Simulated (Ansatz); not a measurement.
`F[C@@H]1O[C@H]1F`, charge 0, multiplicity 1.

(1) Give a relaxed structure at PBE0-D4/def2-TZVP (Ansatz 0.2.0). (Best estimate.)

## Answers

(1) Ansatz gave: 
Cartesian coordinates in Å:
```
F -1.428 0.128 1.126
C -0.417 0.498 0.320
O -0.548 0.113 -1.014
C 0.450 -0.504 -0.260
F 1.709 -0.186 -0.605
H -0.100 1.520 0.507
H 0.335 -1.568 -0.073
```
Point group C2.
